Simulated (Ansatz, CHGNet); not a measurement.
Ladder of methods for the equilibrium lattice constant a of hcp Ti

Reference value: 2.950 Å (measured, 293 K, no zero-point or thermal correction; as tabulated in Wikipedia's data pages).

| level (code) | value (Å) |
|---|---|
| CHGNet 0.3.0 | 2.931 |
| LDA (Ansatz) | 2.864 |
| PBE (Ansatz) | 2.939 |
| rVV10 (Ansatz) | 2.939 |
| r²SCAN+rVV10 (Ansatz) | 2.928 |
| B3LYP (VWN-RPA form) (Ansatz) | (withheld) |
| Hartree–Fock (Ansatz) | (withheld) |

Question: Fill in the missing entries.

Answer: 
- B3LYP (VWN-RPA form) (Ansatz, a program for electronic structure), value (Å): 2.937
- Hartree–Fock (Ansatz), value (Å): 2.981

Differences against the reference: CHGNet 0.3.0 -0.64 %, LDA -2.92 %, PBE -0.37 %, rVV10 -0.37 %, r²SCAN+rVV10 -0.75 %, B3LYP (VWN-RPA form) -0.44 %, Hartree–Fock +1.05 %.

The reference is not for a static lattice or low temperature, so close values are not ranked against it. Off by more than 1.25 %, or 1.75 % on the side where a correction would as a rule narrow the miss (bounds picked here): LDA (-2.92 %).

The measured value isn't corrected to a static lattice, so vibrations enter the comparison. The crystal itself was run without spin with LDA, PBE, rVV10, r²SCAN+rVV10, B3LYP (VWN-RPA form), Hartree–Fock; a magnetic state was not tried in these runs. Cutoffs and k meshes differ between the levels. Ansatz's density-functional and Hartree–Fock values are scalar-relativistic unless marked +SOC, with PAW data made under PBE.

Machine-learned potentials (CHGNet 0.3.0) are trained on DFT data: a solid inside that data is no test of them.

Differences are worked out from the printed values.
